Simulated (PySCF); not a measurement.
Fluoromethane, CH₃F, SMILES CF (PBE0/def2-SVP optimised geometry):

```
5

C     -0.318    -0.374     0.000
F     -0.785     0.907     0.000
H     -0.675    -0.907    -0.897
H      0.785    -0.374     0.000
H     -0.675    -0.907     0.897
```

Level of theory: PBE0/def2-TZVP (PySCF).

### Question
What are the frontier orbital energies and the dipole moment?

### Answer
HOMO-2 -13.62 eV, HOMO-1 -9.77 eV, HOMO -9.77 eV, LUMO 1.67 eV, LUMO+1 2.31 eV; dipole moment 1.73 D.

On the same geometry PBE/def2-TZVP (PySCF) gives HOMO-2 -11.62 eV, HOMO-1 -7.93 eV, HOMO -7.93 eV, LUMO 0.83 eV, LUMO+1 1.28 eV; dipole moment 1.62 D.

Meta-Löwdin charges at PBE0/def2-TZVP: C1 -0.03, F2 -0.31, H3 0.11, H4 0.11, H5 0.11.
